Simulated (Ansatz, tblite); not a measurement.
# BiH2Br: removing and adding an electron

The task here is to estimate one member of a computed series from the others.

Method: as each input shows; program: Ansatz 0.2.0, Gaussian basis.

Plan: charge +1 doublet, at the geometry of the singlet (PBE0-D4/def2-TZVP, PBE-D4/def2-TZVP, r2SCAN-D4/def2-TZVP, CCSD(T)/def2-TZVPP); charge -1 doublet, at the geometry of the singlet (PBE0-D4/def2-TZVPD, PBE-D4/def2-TZVPD, r2SCAN-D4/def2-TZVPD, CCSD(T)/def2-TZVPD); the starting singlet's energies come from earlier runs.

## The relaxed structure

The singlet was relaxed beforehand with r2SCAN-D4/def2-TZVP.

4 atoms, charge 0, spin multiplicity 1.

Atoms are counted from 1 here; the program's logs count them from 0.

Bond lengths: Bi1–H2 1.796 Å, Bi1–H3 1.796 Å, Bi1–Br4 2.613 Å. Angles: H2–Bi1–H3 89.2°, H2–Bi1–Br4 93.9°, H3–Bi1–Br4 93.9°.

Bi takes a core potential in the def2 sets. No spin-orbit coupling is included.

Set-up of the first run:

in.yaml

```yaml
crystal:
  periodic: [false, false, false]
  atoms:
    - {symbol: Bi, position_ang: [0.076913, 0.145017, 0.854304]}
    - {symbol: H, position_ang: [1.567824, 0.159084, -0.147366]}
    - {symbol: H, position_ang: [-0.595137, 1.456376, -0.172856]}
    - {symbol: Br, position_ang: [-1.049600, -1.760467, -0.534071]}
basis:
  gaussian: {orbitals: def2-TZVP}
total_charge: 1
magnetization: {spin_polarized: true, initial_magnetization: 1}
hamiltonian: {xc: pbe0, dispersion: d4}
output: {orbitals: {seedname: orbitals}}
```

Launch:

```sh
> ansatz run in.yaml --threads 2 --pin off --events-out ev --progress --plain --max-ram 4352MiB
```

Steps of the session up to this table: Charge +1 doublet at the fixed geometry, PBE0-D4/def2-TZVP; Charge +1 doublet at the fixed geometry, PBE-D4/def2-TZVP; Charge +1 doublet at the fixed geometry, r2SCAN-D4/def2-TZVP; Charge +1 doublet at the fixed geometry, CCSD(T)/def2-TZVPP; Charge -1 doublet at the fixed geometry, PBE0-D4/def2-TZVPD; Charge -1 doublet at the fixed geometry, PBE-D4/def2-TZVPD; Charge -1 doublet at the fixed geometry, r2SCAN-D4/def2-TZVPD; Charge -1 doublet at the fixed geometry, CCSD(T)/def2-TZVPD.

One of the session's tables, all rows but one given; the rest of the session is left out.

```
              method  vertical electron affinity (eV)
       HF/def2-TZVPD                            -0.13
   PBE-D4/def2-TZVPD                                ?
r2SCAN-D4/def2-TZVPD                             0.50
  PBE0-D4/def2-TZVPD                             0.49
      MP2/def2-TZVPD                             0.42
     CCSD/def2-TZVPD                             0.33
  CCSD(T)/def2-TZVPD                             0.35
```

**Question.** Estimate the row for PBE-D4/def2-TZVPD.

The run gave: vertical electron affinity (eV): 0.48. In the column «vertical electron affinity (eV)» it lies between MP2/def2-TZVPD (0.42) and PBE0-D4/def2-TZVPD (0.49).
